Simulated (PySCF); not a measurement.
carbonyl sulfide (COS), SMILES C(=S)=O. Heavy atoms are numbered as in [O:1]=[C:2]=[S:3].

The structure is a stationary point at B3LYP-D3(BJ)/def2-TZVP.

These are B3LYP/pcSseg-2 in PySCF values and carry that method's errors.

GIAO shieldings, no solvent; atoms alike by connectivity are averaged. δ = σ(ref) − σ: ¹⁷O against H2O (σ = 325.5 ppm); ¹³C against TMS (σ = 181.3 ppm); ³³S against H2S (σ = 688.9 ppm), references at their B3LYP-D3(BJ)/def2-TZVP geometries, non-relativistic.

| atoms | nucleus | count | δ (ppm) |
|---|---|---|---|
| O1 | ¹⁷O | 1 | 253.2 |
| C2 | ¹³C | 1 | 166.7 |
| S3 | ³³S | 1 | … |

Q: What belongs in the gaps? (An estimate is asked for; the answer gives what the named calculation found.)

A: 
- S3, δ (ppm): -77.7
